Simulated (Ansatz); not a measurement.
The input, for Ansatz 0.2.0:

```yaml
crystal:
  periodic: [false, false, false]
  atoms:
    - {symbol: B, position_ang: [0.000000, 0.000000, 0.095674]}
    - {symbol: C, position_ang: [0.000000, 0.000000, -1.368483]}
    - {symbol: H, position_ang: [0.000000, 0.000000, 1.272810]}
basis:
  gaussian: {orbitals: 6-31G}
correlation: {method: fic_mrcisd_q, electrons: outside_noble_gas, active_space: {window: {electrons: 2, orbitals: 2}}}
```

```sh
$ ansatz run in.yaml --threads 1 --pin off --events-out ev --progress --plain --max-ram 2393MiB
```

(1) Roughly how long does this take on 1 thread of Arm Neoverse V2, shared host, and how much host memory?

```
285 factors; integrals over basis functions are off by at most 2.2e-4 eV
mean field evaluation 1: about -1709.8773 eV, gradient 1.3e1 eV
mean field evaluation 2: about -1709.8794 eV, gradient 1.3e1 eV
mean field evaluation 4: about -1710.6734 eV, gradient 1.8e0 eV
mean field evaluation 8: about -1710.7061 eV, gradient 3.0e-4 eV
mean field evaluation 16: about -1707.2122 eV, gradient 5.4e-2 eV
mean field evaluation 32: about -1710.6887 eV, gradient 9.7e-1 eV
mean field -1710.70610775 eV, -62.8672899015 hartree, gradient 2.3e-6 eV, S^2 0.000000; 5 other end points of the search recorded, 0 dependent functions left out; unrestricted orbitals would lower it
reference -1710.70610775 eV, -62.8672899015 hartree; 6, 6 occupied and 14, 14 virtual orbitals, 285 factors
state -1711.51875477 eV, -62.8971541287 hartree
contracted CI cycle   1: correlation 0.00000000 eV, 0.0000000000 hartree, residual 1.19e1 eV
contracted CI cycle   2: correlation -2.66073827 eV, -0.0977803278 hartree, residual 2.35e0 eV
contracted CI cycle   3: correlation -2.79774260 eV, -0.1028151443 hartree, residual 8.17e-1 eV
contracted CI cycle   4: correlation -2.81891845 eV, -0.1035933423 hartree, residual 3.64e-1 eV
...
contracted CI cycle   6: correlation -3.12057088 eV, -0.1146788648 hartree, residual 1.34e-1 eV
contracted CI cycle   7: correlation -3.12114075 eV, -0.1146998069 hartree, residual 7.81e-2 eV
contracted CI cycle   8: correlation -3.12135302 eV, -0.1147076079 hartree, residual 5.66e-2 eV
contracted CI cycle   9: correlation -3.12153933 eV, -0.1147144545 hartree, residual 5.38e-2 eV
contracted CI cycle  10: correlation -3.12164985 eV, -0.1147185159 hartree, residual 3.39e-2 eV
contracted CI cycle  11: correlation -3.12168980 eV, -0.1147199840 hartree, residual 2.15e-2 eV
contracted CI cycle  12: correlation -3.12170426 eV, -0.1147205156 hartree, residual 1.13e-2 eV
contracted CI cycle  13: correlation -3.12170740 eV, -0.1147206308 hartree, residual 4.66e-3 eV
contracted CI cycle  14: correlation -3.12170788 eV, -0.1147206485 hartree, residual 1.60e-3 eV
contracted CI cycle  15: correlation -3.12170794 eV, -0.1147206509 hartree, residual 5.37e-4 eV
state -1711.20317724 eV, -62.8855568683 hartree; corrected -1714.59420468 eV, -63.0101748284 hartree
state -1711.16768216 eV, -62.8842524483 hartree; corrected -1714.65659143 eV, -63.0124674991 hartree
the orbitals are reached from a further start. From the first start the search ends at -1711.51875477 eV, -62.8971541287 hartree
WARN: the results are in doubt because another end's mean lies 0.351 eV lower, and its corrected mean 0.084 eV higher
Total energy: -1714.65659143 eV, -63.0124674991 hartree
In doubt: another end's mean lies 0.351 eV lower, and its corrected mean 0.084 eV higher
```

Natural occupations: 1.0000 1.0000.

Answers

(1) 0.48 s wall and 0.07 GiB.
